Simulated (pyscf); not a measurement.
Structures and frequencies: ωB97X-D3(BJ)/def2-SVP in PySCF.

Q: Estimate the classical barrier height and the reaction energy of `[O]=[SiH2]` + `[SiH4]` -> `[SiH][O][SiH3]` [singlet] + `[H][H]` at r²SCAN/def2-TZVP. The step runs on the singlet surface, breaks H–Si, H–Si and forms O–Si, H–H; take the separated reactants as zero.

A: ΔE‡ = 32.9 kcal/mol, ΔE = -14.9 kcal/mol. ωB97M-D3(BJ)/def2-TZVP gives 38.4 kcal/mol and -20.0 kcal/mol. Zero-point energy shifts the barrier by -0.3 kcal/mol. It is a concerted two-bond exchange, with an imaginary mode of 1307i cm⁻¹. This saddle turned up in a search for another step; its sides and bond changes are read from the two ends of the descent. The same reactants have a lower exit, to H₃Si–O–SiH₃ (barrier -3.9 kcal/mol at ωB97M-D3(BJ)/def2-TZVP, against +38.4 kcal/mol here). One saddle was located; it need not be the lowest between these sides.
